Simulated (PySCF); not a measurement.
Compound: C2H5NO.
Numbering: `[CH3:1][C:2]([NH2:3])=[O:4]`

Structure used (GFN2-xTB), in Å, numbered top down from 1:
```xyz
9
C2H5NO angstrom
C     -1.096   -0.012    0.083
C      0.276    0.458   -0.351
N      1.288   -0.312    0.122
O      0.475    1.424   -1.049
H     -1.187    0.070    1.164
H     -1.246   -1.051   -0.204
H     -1.854    0.606   -0.388
H      2.235   -0.068   -0.111
H      1.124   -1.109    0.710
```

A calculation gives these core lines: C 1s: 291.14 (area 1), 293.98 (area 1) eV; N 1s: 406.10 eV; O 1s: 537.03 eV.

Computed with delta-SCF UKS SCAN, pcX-2 on the ionised atom, pcseg-1 elsewhere, spin-free X2C in PySCF. Isolated species at its GFN2-xTB geometry, gas phase.

Order the carbon atoms by C 1s binding energy.

291.14 eV: C1 (methyl carbon next to a carbonyl); 293.98 eV: C2 (amide carbonyl carbon). Lowest listed C 1s: C1, bonded to C and 3 H. Highest, 2.84 eV above it: C2, bonded to O (double bond), N and C. Summing the Pauling electronegativity differences to the bonded atoms, each weighted by its formal bond order, gives -1.05 for the lowest site and +2.27 for the highest.

Bonded neighbours of each site: C1: C and 3 H; C2: O (double bond), N and C; N3: C and 2 H; O4: C (double bond).

What is the longest wavelength that can ionise C 1s of C2 vertically?

λ = hc/E = 12398.42 eV Å / 293.98 eV = 42.174 Å.
